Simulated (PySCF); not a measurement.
Molecule: SMILES NC(C)=S, C2H5NS.

Atoms are numbered as in `[CH3:1][C:2]([NH2:3])=[S:4]` (H(Xn): hydrogen on atom n). Ha(N3) is cis to the C=O or C=S heteroatom; Hb(N3) is trans to the C=O or C=S heteroatom.

Geometry PBE0-D3(BJ)/def2-SVP throughout; GIAO in PySCF, gas phase, one conformer, non-relativistic; equivalent atoms averaged; functional PBE0.

For orientation, cc-pVTZ gives these shifts δ (against TMS, NH3, CS2 at the same level): C2 208.6, C1 32.8, N3 151.6, S4 278.5, Ha(N3) 6.31, Hb(N3) 5.96, H(C1) 2.43 ppm.

A run gave: C2 215.7, C1 36.3, N3 151.7, S4 317.2, Ha(N3) 5.30, Hb(N3) 5.66, H(C1) 2.69 ppm (shifts δ (against TMS, NH3, CS2 at the same level)).

Task: Which basis set was used in that run?
A. IGLO-III
B. def2-TZVP
C. pcSseg-0
D. pcSseg-1

Result: C. Ha(N3) tells them apart best: pcSseg-0 gives 5.30, IGLO-III gives 6.38, def2-TZVP gives 6.20, pcSseg-1 gives 6.03 ppm.
